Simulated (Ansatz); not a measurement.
The cluster B2Cl, relaxed as a quartet with UKS r2SCAN-D4/def2-TZVP in Ansatz, starting from the r2SCAN-D4/def2-TZVP geometry of the neutral doublet. Force threshold 0.02 eV/Å.

The structure comes from a short search, and lower isomers may exist.

Start:

```xyz
3

B    -0.292    1.077    1.114
B    -0.103   -0.004    0.045
Cl    0.395   -1.073   -1.159
```

```tsv
step	energy (eV)	largest force component (eV/Å)	SCF passes
1	-13870.2229	0.384	32
2	-13870.2387	0.279	38
3	-13870.2527	0.262	36
4	-13870.2541	0.044	39
5	-13870.2542	0.002	30
```

Force components are those of the run's own axes.

End:

```xyz
3

B    -0.340    1.058    1.119
B    -0.012    0.037    0.039
Cl    0.352   -1.094   -1.158
```

By distances, no bond broke or formed. The bond that changes most is B1–B2, from 1.53 to 1.52 Å (atoms count from 1).

No frequencies were taken in this run, so the end may be a saddle point.

It took 7 s on 4 threads of Arm Neoverse V2 on a shared host.
